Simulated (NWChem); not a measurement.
System: C3H4, triplet; SMILES of the neutral closed-shell parent C#CC

NWChem input:

```
start job
memory heap 200 mb stack 900 mb global 1100 mb
geometry units angstroms noautosym nocenter noautoz
  C      0.080077    -1.145541     0.000000
  C     -0.480835     0.212905     0.000000
  C      0.096995     1.413632     0.000000
  H     -0.236908    -1.709558    -0.892637
  H     -0.236908    -1.709558     0.892637
  H      1.188369    -1.106439     0.000000
  H      1.174719     1.655660     0.000000
end
basis spherical
  * library def2-svp
end
dft
  odft
  mult 3
  xc pbe0
  iterations 150
end
cosmo
  do_cosmo_smd true
  solvent etoac
end
task dft energy
```

In the optimisation the excess spin sits in a' (Cs, its own frame). Structure relaxed at the PBE0/def2-SVP, spin-unrestricted level. This spin state was assumed; another may lie lower. No stability test was run on the SCF state. Solvent: ethyl acetate.

Level: PBE0/def2-SVP with SMD (1 M gas to 1 M solution), gas-phase geometry. Reactions with the solvent are ignored.

**Question.** Predict the main results of this run. (PBE0/def2-SVP, spin-unrestricted, SMD on the gas-phase geometry.) Quantities: solvation free energy (kcal/mol); cavity-dispersion-structure term (kcal/mol); dipole in solution (D).

**Answer.** 
- solvation free energy (kcal/mol) = -1.9
- cavity-dispersion-structure term (kcal/mol) = 0.5
- dipole in solution (D) = 2.27
